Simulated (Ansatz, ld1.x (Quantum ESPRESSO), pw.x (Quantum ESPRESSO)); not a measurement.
pw.x on bcc Al: one setting changed

Potential: norm-conserving Troullier–Martins (Kleinman–Bylander form), ld1.x (Quantum ESPRESSO) 7.5, PBEsol; core [Ne], reference 3s2 3p1; waves: 3s (bound): rc 2.20 bohr; 3p (bound): rc 2.20 bohr; 3d channel at 0.5 Ry: rc 2.30 bohr; local part: all-electron potential smoothed inside 1.50 bohr (lloc = -1); core correction: none.

The reference run (k-mesh 14³, cutoffs 35/140 Ry, Fermi–Dirac 0.01 Ry, mixing_beta 0.4, conv_thr 1e-9, no spin) gives -0.25 GPa at 16.575 Å³/atom, where all-electron LAPW gives 0.16 GPa. This run, with its own iteration cap, changes k-mesh shift to 1.

```
&control
  calculation='scf', prefix='x', pseudo_dir='./', outdir='./tmp', tstress=.true., disk_io='none'
/
&system
  ibrav=0, nat=1, ntyp=1, ecutwfc=35, ecutrho=140, nbnd=8,
  occupations='smearing', smearing='fd', degauss=0.01
/
&electrons
  conv_thr=1e-09, mixing_beta=0.4, electron_maxstep=60
/
ATOMIC_SPECIES
Al 1.0 Al.UPF
CELL_PARAMETERS angstrom
  -1.60619344 1.60619344 1.60619344
  1.60619344 -1.60619344 1.60619344
  1.60619344 1.60619344 -1.60619344
ATOMIC_POSITIONS crystal
Al 0.0000 0.0000 0.0000
K_POINTS automatic
14 14 14 1 1 1
```

```bash
pw.x < Al.scf.in > Al.scf.out
```

How does the run end?

It converges in 8 iterations; the free energy moves by +3.8 meV/atom and the pressure by -0.23 GPa.

```
Message from routine setup:
     using ibrav=0 with symmetry is DISCOURAGED, use correct ibrav instead
     lattice parameter (alat)  =       5.2572  a.u.
     unit-cell volume          =     111.8536 (a.u.)^3
     number of electrons       =         3.00
     number of Kohn-Sham states=            8
     kinetic-energy cutoff     =      35.0000  Ry
     charge density cutoff     =     140.0000  Ry
     scf convergence threshold =      1.0E-09
     Exchange-correlation= PBESOL
     number of k points=   100  Fermi-Dirac smearing, width (Ry)=  0.0100
     iteration #  1     ecut=    35.00 Ry     beta= 0.40
     total energy              =      -4.16056413 Ry
     estimated scf accuracy    <       0.00552345 Ry
     iteration #  2     ecut=    35.00 Ry     beta= 0.40
     total energy              =      -4.16039552 Ry
     estimated scf accuracy    <       0.00180957 Ry
     iteration #  3     ecut=    35.00 Ry     beta= 0.40
     total energy              =      -4.16047636 Ry
     estimated scf accuracy    <       0.00000355 Ry
     iteration #  4     ecut=    35.00 Ry     beta= 0.40
     total energy              =      -4.16048476 Ry
     estimated scf accuracy    <       0.00000089 Ry
     iteration #  5     ecut=    35.00 Ry     beta= 0.40
     total energy              =      -4.16048548 Ry
     estimated scf accuracy    <       0.00000011 Ry
     iteration #  6     ecut=    35.00 Ry     beta= 0.40
     total energy              =      -4.16048571 Ry
     estimated scf accuracy    <          4.1E-09 Ry
     iteration #  7     ecut=    35.00 Ry     beta= 0.40
     total energy              =      -4.16048571 Ry
     estimated scf accuracy    <          1.0E-09 Ry
     iteration #  8     ecut=    35.00 Ry     beta= 0.40
     the Fermi energy is     7.8158 ev
!    total energy              =      -4.16048572 Ry
     estimated scf accuracy    <          7.6E-11 Ry
     smearing contrib. (-TS)   =      -0.00176495 Ry
     The total energy is F=E-TS. E is the sum of the following terms:
     one-electron contribution =       2.83045218 Ry
     hartree contribution      =       0.00502867 Ry
     xc contribution           =      -1.59877589 Ry
     ewald contribution        =      -5.39542573 Ry
     convergence has been achieved in   8 iterations
          total   stress  (Ry/bohr**3)                   (kbar)     P=       -4.85
     Message from routine punch:
     Nothing written, as per user request (disk_io='none')
```

The run took about 2.5 s on one core of a shared host (Neoverse-V1, 64 threads, 495 GiB, load 19).
